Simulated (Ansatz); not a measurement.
**How methods differ on SiH3S (SMILES [SiH2]S)**

The species is SiH3S (5 atoms), meant as a doublet with charge 0. SMILES: `[SiH2]S`. The shape is that of a PBE0-D4/def2-TZVP optimisation. This is one conformer, not always the lowest.

```xyz
5

Si   -0.0963   -0.6940   -0.3093
S     0.2731    1.4060   -0.2945
H    -0.0945   -1.2568    1.0730
H    -1.4403   -0.8432   -0.9299
H     1.4078    1.3143    0.4193
```

Quantity: the energy change with the S2–H5 bond stretched from 1.344 to 2.687 Å, in eV. The values are calculated.

| level | kind | program | value (eV) | less FCI/STO-3G | CPU time (all runs) |
| --- | --- | --- | --- | --- | --- |
| UHF/STO-3G | Hartree–Fock | Ansatz | 3.42 | -0.02 | 0.49 s |
| USVWN5/STO-3G | LDA | Ansatz | 4.36 | +0.92 | 1.6 s |
| U-revPBE/STO-3G | GGA | Ansatz | 3.95 | +0.51 | 3.8 s |
| U-r2SCAN0/STO-3G | hybrid meta-GGA | Ansatz | 4.24 | +0.80 | 16 s |
| U-wB97M-V/STO-3G | range-separated hybrid | Ansatz | 4.53 | +1.09 | 46 s |
| UB2PLYP/STO-3G | double hybrid | Ansatz | 4.12 | +0.68 | 7.2 s |
| UMP2/STO-3G | perturbation theory | Ansatz | 3.77 | +0.33 | 0.63 s |
| UCCSDT(Q)/STO-3G | coupled cluster or CI | Ansatz | 3.44 | 0.00 | 1.9 s |
| FCI/STO-3G | exact in the basis | Ansatz | 3.44 | 0.00 | 3.8 s |

FCI/STO-3G is exact within its basis and frozen core, so for wave-function methods in that basis the difference is their error; functionals converge differently with the basis, so for them it is only a difference. The first shape isn't each level's own minimum. The values span 3.42 to 4.53 eV. Spin contamination of the reference (⟨S²⟩ at least 0.1 too high) touches UHF/STO-3G, USVWN5/STO-3G, U-revPBE/STO-3G, U-r2SCAN0/STO-3G, U-wB97M-V/STO-3G, UB2PLYP/STO-3G, UMP2/STO-3G, UCCSDT(Q)/STO-3G. All rows use very small basis sets, so even the best lies far from the true value. Times are those of the runs behind each value, whatever else they computed, on shared processors of several kinds: orders of magnitude only.
